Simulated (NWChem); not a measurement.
hydrogen peroxide (H₂O₂); SMILES OO

```xyz
4

O      0.0456    -0.7264    -0.1259
O     -0.0456     0.7264    -0.1259
H     -0.7618    -0.9416     0.3740
H      0.7618     0.9416     0.3740
```
Atoms are numbered in this order, from 1.

Level: B3LYP/6-31G* (spherical d) (NWChem); excitation at 532 nm, off resonance, unscaled harmonic frequencies. Structure relaxed at the B3LYP/6-31G* (spherical d) level.

Task: Give the Raman lines with relative activities.

Result: 
| wavenumber (cm⁻¹) | relative intensity |
|---|---|
| 361 | 5.7 |
| 954 | 9.4 |
| 1336 | 2.0 |
| 1468 | 7.0 |
| 3697 | 100 |
